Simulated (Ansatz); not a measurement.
**Cost against result**

The pair of F2 (SMILES FF, atoms 1–2) and H2O2 (SMILES OO, atoms 3–6), both closed shells, in one local arrangement (a lower one may exist), relaxed at PBE0-D4/def2-TZVP:

```
6
angstrom
F -0.4775 -0.2973 -2.7370
F 0.1458 -0.0831 -1.5200
O -0.3946 -0.3199 1.4844
O 0.8288 0.1907 0.9636
H -0.8268 -0.6259 0.6768
H 0.7243 1.1356 1.1323
```

Interaction energies are counterpoise-corrected; the time is that of the whole pair.

Program: Ansatz 0.2.0. Basis: as named in each row. Cores are frozen in the correlated methods. B3LYP uses VWN-RPA correlation. Extrapolation: Hartree–Fock as exp(−7.88 √X), correlation as X^−2.97.

Times are rough, for one single point on 4 threads of a shared host (Arm Neoverse V2).

The estimate by CCSD(T) at an estimated basis limit (MP2 extrapolated from triple and quadruple zeta, plus CCSD(T) − MP2 in triple zeta) is -1.07 kcal/mol.

```tsv
method	basis	time (s)	interaction energy (kcal/mol)	method less estimate
HF	STO-3G	under 1	0.35	1.42
PBE-D4	STO-3G	under 1	-1.11	-0.04
B3LYP-D4	6-31G	under 1	-1.56	-0.49
SPW92	def2-SVP	under 1	-4.44	-3.37
PBE-D4	def2-SVP	under 1	-2.68	-1.60
PBE0-D4	def2-SVP	under 1	-1.32	-0.25
PBE-D4	def2-TZVPPD	1	-2.72	-1.65
CCSD(T)	def2-SVP	1	-0.08	0.99
revPBE-D4	def2-TZVPPD	1	-1.85	-0.77
BLYP-D4	def2-TZVPPD	1	-2.34	-1.26
PBE0-D4	def2-TZVPPD	1	-1.32	-0.24
wB97M-V	def2-SVP	2	-1.25	-0.18
B3LYP-D4	def2-TZVPPD	2	-1.43	-0.35
HSE06-D4	def2-TZVPPD	2	-1.35	-0.28
r2SCAN-D4	def2-TZVPPD	2	-2.56	-1.48
B2PLYP	def2-TZVPPD	3	-0.92	0.15
wB97X-V	def2-TZVPPD	3	-1.15	-0.08
B97M-V	def2-TZVPPD	3	-2.21	-1.13
wB97M-V	def2-TZVPPD	4	-1.16	-0.08
MP2	def2-QZVPPD	8	-1.03	0.04
CCSD(T)	def2-TZVPPD	57	-0.86	0.21
```

T1 diagnostic: at most 0.013. The restricted Hartree–Fock reference is unstable towards an unrestricted one at one or more of these structures.
